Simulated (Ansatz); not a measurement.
**Scan of BH3⁺, doublet**

Starting geometry (PBE0/def2-TZVP stationary point for this spin, not checked as a minimum):

```xyz
4

B     0.0000    0.0000    0.0681
H     0.0000    0.7178   -0.9866
H     0.0000    0.0000    1.2424
H     0.0000   -0.7178   -0.9866
```

From there all distances are scaled together; atoms are numbered as listed. Energies are in kJ/mol, counted from the starting geometry at the same level. Kohn–Sham curves are unrestricted where that lies lower.

Basis aug-cc-pVDZ; Ansatz 0.2.0. Correlated methods freeze the noble-gas cores.

Unrestricted Kohn–Sham rows aren't spin-pure: their determinants' ⟨S²⟩ exceeds S(S+1) by up to 0.99, so they mix in states of higher spin. A value is left out where its run failed or describes another state than the reference as far as symmetry and spin tell, or, spin-broken singlets apart, can't be checked. The reference follows the lowest state, whose symmetry changes from B2 to A1 between 2.004 and 2.399.

In so small a basis the reference is far from its limit while semilocal and hybrid functionals are nearer theirs (RPA and double hybrids share much of the reference's basis error), so the functionals' errors here hold much of the reference's basis and frozen-core error, which can add to them or hide them.

Full CI is exact within this basis and frozen core; it isn't the basis-set limit.

```json
{"scale of all distances": "0.880", "full CI": "94.7", "PBE": "98.4", "r2SCAN": "90.9", "PBE0": "92.2", "B3LYP": "89.7", "r2SCAN0": "87.3", "BHLYP": "83.3", "wB97M-V": "86.8", "B2PLYP": "88.4", "RPA-PBE": "102.2"}
{"scale of all distances": "1.000", "full CI": "0.0", "PBE": "0.0", "r2SCAN": "0.0", "PBE0": "0.0", "B3LYP": "0.0", "r2SCAN0": "0.0", "BHLYP": "0.0", "wB97M-V": "0.0", "B2PLYP": "0.0", "RPA-PBE": "0.0"}
{"scale of all distances": "1.106", "full CI": "33.2", "PBE": "28.0", "r2SCAN": "34.7", "PBE0": "34.6", "B3LYP": "35.1", "r2SCAN0": "38.7", "BHLYP": "42.0", "wB97M-V": "37.7", "B2PLYP": "37.5", "RPA-PBE": "27.0"}
{"scale of all distances": "1.279", "full CI": "188.8", "PBE": "175.3", "r2SCAN": "192.3", "PBE0": "194.4", "B3LYP": "192.8", "r2SCAN0": "203.8", "BHLYP": "212.5", "wB97M-V": "200.2", "B2PLYP": "200.9", "RPA-PBE": "175.1"}
{"scale of all distances": "1.517", "full CI": "436.8", "PBE": "422.7", "r2SCAN": "446.2", "PBE0": "457.7", "B3LYP": "450.3", "r2SCAN0": "465.7", "BHLYP": "483.8", "wB97M-V": "465.5", "B2PLYP": "469.0", "RPA-PBE": "421.7"}
{"scale of all distances": "1.746", "full CI": "605.8", "PBE": "601.6", "r2SCAN": "616.4", "PBE0": "634.8", "B3LYP": "630.6", "r2SCAN0": "634.3", "BHLYP": "657.6", "wB97M-V": "644.9", "B2PLYP": "648.0", "RPA-PBE": "597.8"}
{"scale of all distances": "2.004", "full CI": "686.6", "PBE": "696.7", "r2SCAN": "718.3", "PBE0": "725.1", "B3LYP": "727.6", "r2SCAN0": "733.4", "BHLYP": "746.1", "wB97M-V": "727.0", "B2PLYP": "732.7", "RPA-PBE": "672.3"}
{"scale of all distances": "2.399", "full CI": "717.3", "PBE": "–", "r2SCAN": "–", "PBE0": "–", "B3LYP": "–", "r2SCAN0": "–", "BHLYP": "–", "wB97M-V": "–", "B2PLYP": "–", "RPA-PBE": "–"}
```
